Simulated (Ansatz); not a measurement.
ZnSnP2, treated with PBE0 in Ansatz (plane waves, PAW).

Numerical settings: plane-wave cutoff 520 eV, 6×6×6 k mesh, Fermi–Dirac smearing 0.01 eV, scalar-relativistic PAW data made under PBE.

Starting structure:

```xyz
8
Lattice="-2.8255 2.8255 5.6510 2.8255 -2.8255 5.6510 2.8255 2.8255 -5.6510" Properties=species:S:1:pos:R:3 pbc="T T T"
Zn     0.0000     0.0000     0.0000
Zn     0.0000     2.8255     2.8255
Sn     0.0000     0.0000     5.6510
Sn     2.8255     0.0000     2.8255
P      1.3676     1.4128     7.0637
P      1.4128    -1.3676     4.2382
P      1.4580     1.4128     1.4127
P      1.4128     4.1931    -1.4127
```

Q: Into what structure does the relaxation of cell and atoms lead at this level, with the symmetry of the start kept?

A: The volume increases by 0.7 %; final space group I-42d.
```xyz
8
Lattice="-2.8316 2.8316 5.6665 2.8316 -2.8316 5.6665 2.8316 2.8316 -5.6665" Properties=species:S:1:pos:R:3 pbc="T T T"
Zn     0.0000     0.0000     0.0000
Zn     0.0000     2.8316     2.8333
Sn     0.0000     0.0000     5.6665
Sn     2.8316     0.0000     2.8333
P      1.5155     1.4158     7.0832
P      1.4158    -1.5155     4.2499
P      1.3161     1.4158     1.4166
P      1.4158     4.3470    -1.4166
```

Note: the relaxation could not lower the start's symmetry, so the cell can be a saddle point above a distorted one.

Ansatz is a program for electronic structure.
